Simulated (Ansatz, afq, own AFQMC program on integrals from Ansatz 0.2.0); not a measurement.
Integrals from Ansatz 0.2.0, then the random walk in our own AFQMC program (afq).

```yaml
crystal:
  periodic: [false, false, false]
  atoms:
    - {symbol: Al, position_ang: [0.000000, 0.000000, 1.202584]}
    - {symbol: Al, position_ang: [0.000000, 0.000000, -3.988416]}
    - {symbol: H, position_ang: [0.000000, 0.000000, 2.785831]}
basis:
  gaussian: {orbitals: 6-31G}
magnetization: {spin_polarized: true, initial_magnetization: 3}
correlation: {method: ccsd_t, electrons: outside_noble_gas, hamiltonian_folder: ham}
```

```sh
$ ansatz run in.yaml --threads 1 --pin off --events-out ev --progress --plain --max-ram 16896MiB --backend cuda --devices 0, --max-vram 18GiB
```

afq runs on the folder ham with

```
--method phaseless --trial cisd --walkers 4000 --populations 20 --least-time 60 --time-step 0.005 --steps-per-block 50 --equilibration-blocks 40 --max-blocks 4000 --target-error 0.00032 --factor-cut 1e-05 --start spin_pure --seed 5759 --release-times 0.24,0.51,0.99,1.62,2.4 --release-step 0.03 --release-every 3 --taylor-order 6
```

Times are imaginary, in 1/Eh. The walk had a cap of 122 s. With eight or more populations the least sampling time is a fifth of least-time, and the error comes from their spread.

```
orbitals 18  electrons 5 2  factors 89 of 308
reference energy -484.23895886 Eh
CCSD correlation -0.05742362 Eh in 18 cycles, weight of the determinant in the CISD state 0.9189
energy of the start -484.296363 Eh
 block  time / (1/Eh)  mean weight  energy / Eh
     1     0.250  1.0000  -484.296082
     2     0.500  1.0000  -484.295971
     3     0.750  1.0000  -484.295973
     4     1.000  1.0000  -484.296013
     5     1.250  1.0000  -484.296101
     8     2.000  1.0000  -484.296306
    11     2.750  0.9999  -484.296515
    17     4.250  1.0001  -484.296766
    23     5.750  0.9999  -484.296853
    29     7.250  1.0000  -484.297031
    35     8.750  0.9998  -484.296971
    41    10.250  0.9999  -484.296861
    47    11.750  1.0000  -484.297101
    53    13.250  1.0000  -484.296838
    59    14.750  1.0000  -484.297054
    65    16.250  1.0000  -484.296953
    71    17.750  0.9999  -484.296899
    77    19.250  1.0000  -484.296886
    83    20.750  0.9999  -484.296671
    89    22.250  0.9999  -484.296700
error from the spread of 20 populations
released: time / (1/Eh)  energy / Eh  error  mean overlap
  0.24  -484.296907  0.000045  1.0005
  0.51  -484.296901  0.000041  1.0017
  0.99  -484.296985  0.000024  1.0021
  1.62  -484.297023  0.000041  1.0052
  2.40  -484.297046  0.000017  1.0027
energy -484.296894 +/- 0.000032 Eh
(rows thinned)
```

Q: Estimate how long the walk took on 1 × NVIDIA H100 80GB HBM3 with 2 threads of AMD EPYC 7R13 Processor (Zen 3) (shared host) (the card was shared).

A: 18 s of wall time.

The run passed its tests (sampling time, drift between the halves within three errors, error under three times the target), which doesn't prove that it has relaxed. The second half of the sampling lies above the first by 1.6 errors of their difference, so the energy may still be moving and its error bar be too small.

Against this walk (error 0.9 meV) on the same determinant: CCSD(T) 2.3 meV higher, CCSDT(Q) 14.9 meV lower, CCSDTQ 17.7 meV lower, full CI 17.9 meV lower. The error is statistical and leaves out the bias of the constraint. Released to 2.40 1/Eh the energy lies 4.1 ± 1.0 meV (both errors) below the phaseless value, which shows part or all of the bias of the constraint, and full CI lies 13.7 meV below the released value. Full CI is exact here, so the walk's 18 meV above it is the walk's own error: the bias of the constraint with this trial, or a walk that hasn't relaxed.

Cautions: constraint bias not in the error; lower spins were not checked; the CCSDT(Q) amplitudes may be one of several solutions (largest double 0.52); the CCSDTQ amplitudes may be one of several solutions (largest double 0.88).

CCSDT and higher add their correlation energy to the determinant of the CCSD(T) run, since their own runs factorise the integrals more tightly (a shift of under 2 meV). A walk keeps the symmetry of its determinant, which the program's search chose and which needn't be the lowest solution, so a lower state of the same spin and another symmetry isn't excluded.
